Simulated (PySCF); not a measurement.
Species: H2O.
Z-matrix (Å and degrees, PBE0-D3(BJ)/def2-SVP geometry), rows numbered from 1:
```
O 
H   1  0.9626
H   1  0.9626  2  103.19
```

Computed, not measured: PySCF, PBE0-D3(BJ)/def2-SVP geometry optimisation, gas phase.

Take the most abundant isotopes and a rigid rotor. 

Question: What are A, B and C (MHz)?

Answer: Ia = 0.64, Ib = 1.15, Ic = 1.79 u·Å²; 505379 MHz·u·Å²/I gives A = 789483, B = 440592, C = 282779 MHz.

Question: What kind of rotor is it?

Answer: An asymmetric top. Ray's parameter κ = (2B − A − C)/(A − C) = -0.377; −1 is the prolate and +1 the oblate limit.

Question: Give the coordinates in the principal-axis frame, origin at the centre of mass.

Answer: The sense of each axis is arbitrary; atoms in the order of the calculation.
```
atom  mass (u)   a (Å)   b (Å)  c (Å)
  O1    15.995   0.000   0.067  0.000
  H2     1.008   0.754  -0.531  0.000
  H3     1.008  -0.754  -0.531  0.000
```

Question: List the rotational levels J(Ka,Kc) to J = 5 (cm⁻¹).

Answer: Above 0(0,0):
J = 1: 1(0,1) 24.1291, 1(1,1) 35.7668, 1(1,0) 41.0309
J = 2: 2(0,2) 70.9662, 2(1,2) 78.7609, 2(1,1) 94.5531, 2(2,1) 129.4663, 2(2,0) 130.8874
J = 3: 3(0,3) 138.2403, 3(1,3) 142.4572, 3(1,2) 173.7911, 3(2,2) 201.8535, 3(2,1) 208.3876, 3(3,1) 273.9972, 3(3,0) 274.2477
J = 4: 4(0,4) 224.2790, 4(1,4) 226.1992, 4(1,3) 277.1653, 4(2,3) 297.2444, 4(2,2) 314.2198, 4(3,2) 372.7597, 4(3,1) 374.4342, 4(4,1) 470.7325, 4(4,0) 470.7689
J = 5: 5(0,5) 328.6757, 5(1,5) 329.4563, 5(1,4) 402.3182, 5(2,4) 414.7521, 5(2,3) 447.6946, 5(3,3) 496.2578, 5(3,2) 502.3520, 5(4,2) 594.5156, 5(4,1) 594.8334, 5(5,1) 720.0558, 5(5,0) 720.0606

Question: Predict some low-J microwave lines.

Answer: The dipole components are |μa| = 0.00 D, |μb| = 2.03 D, |μc| = 0.00 D; the symmetry axis of this C2v structure is b, so μa and μc vanish by symmetry and there are no a-type or c-type lines. Some lines, for components of 0.1 D or more:

```csv
type,branch,"J(Ka,Kc)",MHz,lower level (cm⁻¹)
b,R,"1(1,1) ← 0(0,0)",1072262,0.000
b,Q,"2(2,0) ← 2(1,1)",1089274,94.553
b,Q,"2(2,1) ← 2(1,2)",1520110,78.761
b,Q,"3(2,2) ← 3(1,3)",1780656,142.457
b,R,"3(1,3) ← 2(0,2)",2143248,70.966
b,Q,"5(1,4) ← 5(0,5)",2207745,328.676
b,R,"4(1,3) ← 3(2,2)",2257789,201.854
b,R,"2(2,1) ← 1(1,0)",2651228,41.031
b,Q,"5(4,1) ← 5(3,2)",2772522,502.352
b,Q,"4(4,1) ← 4(3,2)",2937151,372.760
b,R,"5(1,5) ← 4(0,4)",3153137,224.279
b,R,"3(2,2) ← 2(1,1)",3216786,94.553
b,R,"4(2,3) ← 3(1,2)",3701038,173.791
b,R,"5(2,4) ← 4(1,3)",4124748,277.165
b,R,"3(3,1) ← 2(2,0)",4290325,130.887
b,R,"4(3,2) ← 3(2,1)",4927749,208.388
b,R,"4(3,1) ← 3(2,2)",5173839,201.854
b,R,"4(4,0) ← 3(3,1)",5899067,273.997
b,R,"5(3,2) ← 4(2,3)",6148970,297.244
```

No PBE0-D3(BJ)/def2-SVP frequencies stand behind this structure, so it isn't proved a minimum. Zero-point vibration and centrifugal distortion are left out.

Cost: under 1 s of CPU time on one thread; the machine was shared, so the figure is rough. This is the geometry optimisation.
